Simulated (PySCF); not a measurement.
# Static response to an electric field

Species: 1-chloro-1-fluoroallene, C3H2ClF.
Cartesian coordinates in Å at the PBE0-D3(BJ)/def2-SVP level; atoms count from 1:
```xyz
7
C3H2ClF angstrom
C     -1.3834   -0.0337    0.0526
C     -0.0781   -0.0567   -0.0072
C      1.2279   -0.0595   -0.0690
F      1.9483   -1.1345   -0.3493
Cl     2.1959    1.3342    0.2144
H     -1.9943    0.1885   -0.8308
H     -1.9162   -0.2383    0.9892
```

Level: B3LYP/def2-SVPD (PySCF), static field, nuclei fixed, core orbitals frozen in the response. The polarisability tensor in these axes (au):

```
x   84.35  7.93 -0.25
y    7.93 45.26  1.53
z   -0.25  1.53 37.53
```

**Question.** Give the principal values, the mean and the anisotropy Δα = √{½[(α1 − α2)² + (α2 − α3)² + (α1 − α3)²]}.

**Answer.** Principal values 37.17, 44.08 and 85.90 au; mean 55.72 au = 8.26 Å³ = 9.19 × 10⁻⁴⁰ C²·m²/J; Δα = 45.67 au (82 % of the mean).

**Question.** What is the dipole moment, and where does it point?

**Answer.** (-2.01, 0.26, 0.15) D, 2.04 D in size, pointing from the negative to the positive side. Measured along this direction, the outermost atoms are F4 and Cl5 at the negative end and H6 and H7 at the positive end.

**Question.** Molar refractivity from α?

**Answer.** Lorentz–Lorenz: R = (4π/3)N_A α = 2.5225 cm³/(mol·Å³) × 8.26 Å³ = 20.8 cm³/mol, in the limit of long wavelengths.

**Question.** Find the Langevin capture rate constant for NH4+ (18.034 u) meeting this molecule (91.983 u), k = 2.342 × 10⁻⁹ cm³/s × √(α in Å³ / reduced mass in u).

**Answer.** The reduced mass is 15.08 u, so k = 1.73 × 10⁻⁹ cm³/s. The formula leaves out the permanent dipole, which adds to the capture rate.

**Question.** In TDDFT the mean static polarisability is Σ f/ω² over all singlet excitations (ω in hartree). How much of it do the 10 lowest give? Their energies (eV) and oscillator strengths: 4.34, 0.0002; 6.50, 0.0005; 6.59, 0.0004; 6.67, 0.0000; 6.74, 0.0007; 7.17, 0.4168; 7.50, 0.5402; 7.52, 0.0051; 7.70, 0.0012; 7.80, 0.0853.

**Answer.** They add up to 14.27 au, 25.6 % of the 55.72 au; the largest single term is 7.11 au, from the state at 7.50 eV. Terms in order: 0.01, 0.01, 0.01, 0.00, 0.01, 6.00, 7.11, 0.07, 0.02, 1.04 au. Higher excitations give the rest. The strengths listed sum to 1.050.

**Question.** Give the eigenvalues of the traceless quadrupole moment Θ = ½Σq(3rr − r²1), origin at the centre of nuclear charge.

**Answer.** -4.98, -0.94, 5.92 D·Å. The values depend on the origin, since the dipole doesn't vanish. The electronic extent ⟨r²⟩ about the same centre is 553 bohr², a root-mean-square distance of 1.83 Å for the 46 electrons.

Isolated species at its PBE0-D3(BJ)/def2-SVP geometry, gas phase.
